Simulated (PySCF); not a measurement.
Calculation: r2SCAN-D4/def2-TZVP (PySCF). Isolated molecules, 0 K electronic values unless said otherwise. Delta-SCF ions had no search for a lower state. 

Reference species (SMILES): `C=O` (neutral, multiplicity 1).

```
Property                                   Value
--------------------------------------  --------
vertical ionisation energy (Delta-SCF)  10.66 eV
HOMO–LUMO gap                            4.25 eV
```

Changed species: `[SiH2]=S`.

### Question
Give the shifts of the vertical ionisation energy (Delta-SCF) and HOMO–LUMO gap.

### Answer
the vertical ionisation energy (Delta-SCF) decreases by 1.17 eV, to 9.49 eV; the HOMO–LUMO gap falls by 1.18 eV, to 3.07 eV.
